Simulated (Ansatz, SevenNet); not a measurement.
For rock-salt AgCl, the machine-learned potential SevenNet-l3i5 (trained on PBE and PBE+U data) gives:

| Quantity | Result |
|---|---|
| equilibrium lattice constant a | 5.625 Å |
| bulk modulus | 42.5 GPa |
| zone-centre TO phonon frequency | 80 cm⁻¹ |
| elastic constant C11 | 51.6 GPa |
| elastic constant C44 | 5.8 GPa |
| polycrystal shear modulus | 6.1 GPa |

Task: What does r²SCAN (PAW; Ansatz, a program for electronic structure) give for the same quantities?

Result: 
- lattice constant a: 5.545 Å (drops by 1.4 %)
- bulk modulus: 50.5 GPa (rises by 19 %)
- zone-centre TO phonon frequency: 115 cm⁻¹ (grows by 44 %)
- elastic constant C11: 70.1 GPa (rises by 36 %)
- elastic constant C44: 5.6 GPa (is nearly the same)
- Voigt–Reuss–Hill shear modulus: 8.4 GPa (goes up by 38 %)

For comparison: lattice constant a 5.546 Å (measured, temperature not stated, no zero-point or thermal correction, sources range from 5.510 to 5.550; as tabulated in Jana et al. (2018), arXiv:1803.03840); bulk modulus 44 GPa (measured, temperature not stated, no zero-point or thermal correction, sources range from 44.0 to 53.5; as tabulated in Toher et al. (2017), arXiv:1611.05714); zone-centre TO phonon frequency 119 cm⁻¹ (measured, 25 K, not corrected to a static lattice; as tabulated in Hadni et al. (1968), doi:10.1364/ao.7.001159).

Changes are worked out from the printed values.

Unless a cell is named, each level is at its own relaxed cell (SevenNet-l3i5 22.25, r²SCAN 21.31 Å³/atom).

Ansatz's density-functional and Hartree–Fock values are scalar-relativistic unless marked +SOC, with PAW data made under PBE.
